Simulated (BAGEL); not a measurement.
# Si3H8 (trisilane): a chain of runs

We compute a single-point energy (HF/6-31G*), then the energy (NEVPT2(2,2)/6-31G*), then the energy (CASPT2(2,2)/6-31G*) of Si3H8 (trisilane). 

The results are computed with BAGEL 1.2.2.

2 further runs of the same task are left out: 2 set aside as unsound or not needed.

### Step 1. The system as given

Si3H8: 11 atoms, total charge 0, spin state singlet. As SMILES, `[SiH3][SiH2][SiH3]`. One bond was lengthened or shortened from a relaxed shape.

Bond lengths: Si1–Si2 2.338 Å, Si2–Si3 2.338 Å, Si1–H4 1.488 Å, Si1–H5 1.488 Å, Si1–H6 1.265 Å, Si2–H7 1.490 Å, Si2–H8 1.490 Å, Si3–H9 1.488 Å, Si3–H10 1.488 Å, Si3–H11 1.488 Å. Some angles: Si1–Si2–Si3 110.4°, Si1–Si2–H7 109.6°, Si1–Si2–H8 109.6°, Si3–Si2–H7 109.6°, Si3–Si2–H8 109.6°, Si2–Si1–H4 111.2°, Si2–Si1–H5 109.8°, Si2–Si1–H6 109.8°, Si2–Si3–H9 109.8°, Si2–Si3–H10 109.8°.

### Step 2. A single-point energy at HF/6-31G(d) (density fitting with svp-jkfit, spherical functions) (run 1)

File input.json:

```json
{ "bagel" : [

{
  "title" : "molecule",
  "basis" : "6-31gs.json",
  "df_basis" : "svp-jkfit",
  "angstrom" : false,
  "geometry" : [
    { "atom" : "Si", "xyz" : [ -2.47944162,  2.76226559, -0.61283062 ] },
    { "atom" : "Si", "xyz" : [ -0.91096893, -1.34605570, -0.18017783 ] },
    { "atom" : "Si", "xyz" : [  3.04706243, -1.28388371,  1.78337990 ] },
    { "atom" : "H", "xyz" : [ -4.99897567,  2.76413642, -1.85976641 ] },
    { "atom" : "H", "xyz" : [ -0.70585806,  4.29995463, -2.16013837 ] },
    { "atom" : "H", "xyz" : [ -2.68821100,  3.77962232,  1.53944649 ] },
    { "atom" : "H", "xyz" : [ -0.68577027, -2.54198777, -2.71966738 ] },
    { "atom" : "H", "xyz" : [ -2.70207025, -2.88334790,  1.35562149 ] },
    { "atom" : "H", "xyz" : [  2.82789200, -0.11327396,  4.33012600 ] },
    { "atom" : "H", "xyz" : [  4.84587383,  0.23957570,  0.25118996 ] },
    { "atom" : "H", "xyz" : [  4.08202764, -3.88180360,  2.07065606 ] }
  ]
},
{
  "title" : "hf"
},
{
  "title" : "print",
  "file" : "orbitals.molden",
  "orbitals" : true
}

]}
```

The basis set 6-31G* is read from a file made from the Basis Set Exchange's data (not shown).

Command:

```sh
$ BAGEL_NUM_THREADS=1 BAGEL input.json > input.out
```

Standard output:

```text
* using 1 threads per process

  ===============================================================
  ===============================================================

  *** Geometry ***

  { "atom" : "Si", "xyz" : [     -2.479442,      2.762266,     -0.612831 ] },
  { "atom" : "Si", "xyz" : [     -0.910969,     -1.346056,     -0.180178 ] },
  { "atom" : "Si", "xyz" : [      3.047062,     -1.283884,      1.783380 ] },
  { "atom" : "H", "xyz" : [     -4.998976,      2.764136,     -1.859766 ] },
  { "atom" : "H", "xyz" : [     -0.705858,      4.299955,     -2.160138 ] },
  { "atom" : "H", "xyz" : [     -2.688211,      3.779622,      1.539446 ] },
  { "atom" : "H", "xyz" : [     -0.685770,     -2.541988,     -2.719667 ] },
  { "atom" : "H", "xyz" : [     -2.702070,     -2.883348,      1.355621 ] },
  { "atom" : "H", "xyz" : [      2.827892,     -0.113274,      4.330126 ] },
  { "atom" : "H", "xyz" : [      4.845874,      0.239576,      0.251190 ] },
  { "atom" : "H", "xyz" : [      4.082028,     -3.881804,      2.070656 ] },

  Number of auxiliary basis functions:      528

  Since a DF basis is specified, we compute 2- and 3-index integrals:
    o Being stored without compression. Storage requirement is 0.021 GB

  Number of basis functions:       70
  Number of electrons      :       50

    * METHOD: MOLECULE                             0.30

  *** RHF ***

  === Nuclear Repulsion ===
   194.2002655631

      * DIIS with orbital gradients will be used.

  === RHF iteration (6-31gs.json) ===
      0       -871.29768968          0.00899986           0.08
      1       -871.35380435          0.00271556           0.08
      2       -871.35901887          0.00054431           0.08
      3       -871.35923572          0.00010080           0.08
      4       -871.35924683          0.00001326           0.08
      5       -871.35924708          0.00000273           0.08
      6       -871.35924709          0.00000061           0.08
      7       -871.35924710          0.00000015           0.08
      8       -871.35924710          0.00000003           0.08
      9       -871.35924710          0.00000001           0.08
    * SCF iteration converged.

    * Permanent dipole moment:
           (    0.046117,    -0.047584,    -0.107272) a.u.

    * METHOD: HF                                   0.95

    * METHOD: PRINT                                0.01

  ===============================================================
```

It took 1.4 s on 1 thread of Arm Neoverse V1, shared host; peak memory 0.15 GiB.

### Step 3. The energy at NEVPT2(2,2)/6-31G(d) (density fitting with svp-jkfit, spherical functions) (run 2)

File calc.json:

```json
{ "bagel": [

{
  "title": "molecule",
  "basis": "6-31gs.json",
  "df_basis": "svp-jkfit",
  "angstrom": false,
  "geometry": [
    { "atom": "Si", "xyz": [    -2.47944162,     2.76226559,    -0.61283062 ] },
    { "atom": "Si", "xyz": [    -0.91096893,    -1.34605570,    -0.18017783 ] },
    { "atom": "Si", "xyz": [     3.04706243,    -1.28388371,     1.78337990 ] },
    { "atom": "H", "xyz": [    -4.99897567,     2.76413642,    -1.85976641 ] },
    { "atom": "H", "xyz": [    -0.70585806,     4.29995463,    -2.16013837 ] },
    { "atom": "H", "xyz": [    -2.68821100,     3.77962232,     1.53944649 ] },
    { "atom": "H", "xyz": [    -0.68577027,    -2.54198777,    -2.71966738 ] },
    { "atom": "H", "xyz": [    -2.70207025,    -2.88334790,     1.35562149 ] },
    { "atom": "H", "xyz": [     2.82789200,    -0.11327396,     4.33012600 ] },
    { "atom": "H", "xyz": [     4.84587383,     0.23957570,     0.25118996 ] },
    { "atom": "H", "xyz": [     4.08202764,    -3.88180360,     2.07065606 ] }
  ]
},

{ "title": "hf" },

{
  "title": "nevpt2",
  "nstate": 1,
  "nact": 2,
  "nclosed": 24,
  "nspin": 0,
  "active": [19, 30],
  "maxiter": 200,
  "natocc": true,
  "ncore": 15
},

{ "title": "print", "file": "orbitals.molden", "orbitals": true }

]}
```

The basis set 6-31G* is read from a file made from the Basis Set Exchange's data (not shown).

Command:

```sh
$ BAGEL_NUM_THREADS=1 BAGEL calc.json > calc.out
```

Standard output:

```text
* using 1 threads per process

  ===============================================================
  ===============================================================

  *** Geometry ***

  { "atom" : "Si", "xyz" : [     -2.479442,      2.762266,     -0.612831 ] },
  { "atom" : "Si", "xyz" : [     -0.910969,     -1.346056,     -0.180178 ] },
  { "atom" : "Si", "xyz" : [      3.047062,     -1.283884,      1.783380 ] },
[... 7 lines of this table left out ...]
  { "atom" : "H", "xyz" : [      4.082028,     -3.881804,      2.070656 ] },

  Number of auxiliary basis functions:      528

  Since a DF basis is specified, we compute 2- and 3-index integrals:
    o Being stored without compression. Storage requirement is 0.021 GB

[... 18 lines left out ...]
    * SCF iteration converged.
[... 1 line left out ...]
    * Permanent dipole moment:
[... 28 lines left out ...]
    * Second-order optimization converged. *

     guess   0:   closed 1.                   open ..

  === FCI iteration ===

      0  0      -871.35915138     7.38e-02      0.00
      1  0      -871.37020846     2.26e-03      0.00
      2  0 *    -871.37022688     4.70e-16      0.00

     * ci vector, state   0, <S^2> = 0.0000
       2.     0.9971933924
       .2    -0.0748688067

  === DF-NEVPT2 calculation ===

    * 3-index integral transformation done
    * assembly done

      NEVPT2 correlation energy:   -0.2244903103      0.08

          (+0)     -0.2027463610
          (+0)'    -0.0023581281
          (+1)     -0.0027627862
          (+1)'    -0.0000000000
          (+2)     -0.0001365190
          (-1)     -0.0118359995
          (-1)'     0.0000000000
          (-2)     -0.0046505166

      NEVPT2 total energy:       -871.5947171854

    * METHOD: NEVPT2                               4.65

    * METHOD: PRINT                                0.01

  ===============================================================
```

It took 6.3 s on 1 thread of Arm Neoverse V1, shared host; peak memory 0.15 GiB.

### Step 4. A single-point energy at CASPT2(2,2)/6-31G(d) (density fitting with svp-jkfit, spherical functions) (run 3)

File caspt2.json:

```json
{ "bagel" : [

{
  "title" : "molecule",
  "basis" : "6-31gs.json",
  "df_basis" : "svp-jkfit",
  "angstrom" : false,
  "geometry" : [
    { "atom" : "Si", "xyz" : [ -2.47944162,  2.76226559, -0.61283062 ] },
    { "atom" : "Si", "xyz" : [ -0.91096893, -1.34605570, -0.18017783 ] },
    { "atom" : "Si", "xyz" : [  3.04706243, -1.28388371,  1.78337990 ] },
    { "atom" : "H", "xyz" : [ -4.99897567,  2.76413642, -1.85976641 ] },
    { "atom" : "H", "xyz" : [ -0.70585806,  4.29995463, -2.16013837 ] },
    { "atom" : "H", "xyz" : [ -2.68821100,  3.77962232,  1.53944649 ] },
    { "atom" : "H", "xyz" : [ -0.68577027, -2.54198777, -2.71966738 ] },
    { "atom" : "H", "xyz" : [ -2.70207025, -2.88334790,  1.35562149 ] },
    { "atom" : "H", "xyz" : [  2.82789200, -0.11327396,  4.33012600 ] },
    { "atom" : "H", "xyz" : [  4.84587383,  0.23957570,  0.25118996 ] },
    { "atom" : "H", "xyz" : [  4.08202764, -3.88180360,  2.07065606 ] }
  ]
},
{ "title" : "hf" },
{ "title" : "casscf", "nstate" : 1, "nact" : 2, "nclosed" : 24, "active" : [19, 30], "maxiter" : 200, "natocc" : true },
{ "title" : "print", "file" : "orbitals.molden", "orbitals" : true },
{ "title" : "smith", "method" : "caspt2", "ms" : true, "xms" : true, "sssr" : true, "shift" : 0.2, "shift_imag" : true, "ncore" : 15 }

]}
```

The basis set 6-31G* is read from a file made from the Basis Set Exchange's data (not shown).

Command:

```sh
$ BAGEL_NUM_THREADS=1 BAGEL caspt2.json > caspt2.out
```

Standard output:

```text
* using 1 threads per process

  ===============================================================
  ===============================================================

  *** Geometry ***

  { "atom" : "Si", "xyz" : [     -2.479442,      2.762266,     -0.612831 ] },
  { "atom" : "Si", "xyz" : [     -0.910969,     -1.346056,     -0.180178 ] },
  { "atom" : "Si", "xyz" : [      3.047062,     -1.283884,      1.783380 ] },
[... 7 lines of this table left out ...]
  { "atom" : "H", "xyz" : [      4.082028,     -3.881804,      2.070656 ] },

  Number of auxiliary basis functions:      528

  Since a DF basis is specified, we compute 2- and 3-index integrals:
    o Being stored without compression. Storage requirement is 0.021 GB

[... 18 lines left out ...]
    * SCF iteration converged.
[... 1 line left out ...]
    * Permanent dipole moment:
[... 27 lines left out ...]
    * Second-order optimization converged. *
[... 9 lines left out ...]
     * ci vector, state   0, <S^2> = 0.0000
[... 16 lines left out ...]
    * Zeroth order energy : state  0       -1.1249691251
[... 4 lines left out ...]
       #      aibj      arbs      arbi      airj      risj      airs      arst      rist         Etot      error   time
[... 10 lines left out ...]
      ------------------------------------------------------------------------------------------------------------------

    * CASPT2 energy : state  0     -871.5986794477
        w/o shift correction       -871.5963315909
        reference weight              0.9005983644

    * METHOD: SMITH                                0.38

  ===============================================================
```

Wall time 6.3 s (1 thread of Arm Neoverse V1, shared host); peak memory 0.15 GiB.

### Step 5. Outcome

| quantity | value |
| --- | --- |
| run 1, HF/6-31G*: total energy | -871.35925 Eh |
| run 1, HF/6-31G*: dipole moment | 0.32 D |
| run 1, HF/6-31G*: HOMO energy | -10.42 eV |
| run 1, HF/6-31G*: LUMO energy | 3.27 eV |
| run 1, HF/6-31G*: HOMO–LUMO gap | 13.69 eV |
| run 2, NEVPT2(2,2)/6-31G*: total energy | -871.59472 Eh |
| run 3, CASPT2(2,2)/6-31G*: total energy | -871.59868 Eh |
